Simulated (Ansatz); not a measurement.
Na2: state-averaged CASSCF

Computed with Ansatz's Gaussian-basis code (development build). State-averaged CASSCF with equal weights; occupations are averaged over the states; levels count from the state that is lowest in CASSCF. Solutions may break the symmetry of the shape. The lowest solution met needn't be the lowest there is, nor hold the orbitals that a chemist would pick. The average may hold one member of a degenerate pair alone.

Geometry: bond length 3.1254 Å.

Basis cc-pVDZ, nonrelativistic, 10 orbitals frozen in the corrections; active space CAS(2,2). Averaged: 2 singlets.

Question: Give the levels in order.

Answer: 

| state | CASSCF (eV) | SC-NEVPT2 (eV) |
| --- | --- | --- |
| singlet | 0.000 | 0.000 |
| singlet | 1.885 | 1.900 |

Occupations: 1.50, 0.50.
